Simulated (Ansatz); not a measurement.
```yaml
crystal:
  periodic: [false, false, false]
  atoms:
    - {symbol: Ge, position_ang: [0.000000, 0.000000, 0.000000]}
    - {symbol: B, position_ang: [0.000000, 0.000000, 1.897200]}
basis:
  gaussian: {orbitals: def2-TZVP}
magnetization: {spin_polarized: true, initial_magnetization: 3}
hamiltonian: {xc: pbe0}
relax: {f_tol: 0.004, max_steps: 80}
```

```sh
$ ansatz run in.yaml --threads 1 --pin off --events-out ev --progress --plain --max-ram 2176MiB
```

Steps of the relaxation (energy above the last step; positions in Å, forces in eV/Å):

```
2
step 1, 55.3 meV
Ge    0.000    0.000    0.000    0.000    0.000   -1.468
B     0.000    0.000    1.897    0.000    0.000    1.468
```

```
2
step 2, 8.2 meV
Ge    0.000    0.000   -0.024    0.000    0.000   -0.524
B     0.000    0.000    1.921    0.000    0.000    0.524
```

```
2
step 3, 0.0 meV
Ge    0.000    0.000   -0.039    0.000    0.000   -0.039
B     0.000    0.000    1.936    0.000    0.000    0.039
```

```
2
step 4, 0.0 meV
Ge    0.000    0.000   -0.040    0.000    0.000    0.000
B     0.000    0.000    1.937    0.000    0.000    0.000
```

Close pairs at the end: Ge1–B2 1.977 Å.

A stationary point of unrestricted PBE0 after 4 steps, with ⟨S²⟩ = 3.752 against 3.75 for a pure state. 11 s on 1 thread of Arm Neoverse V1, shared host.
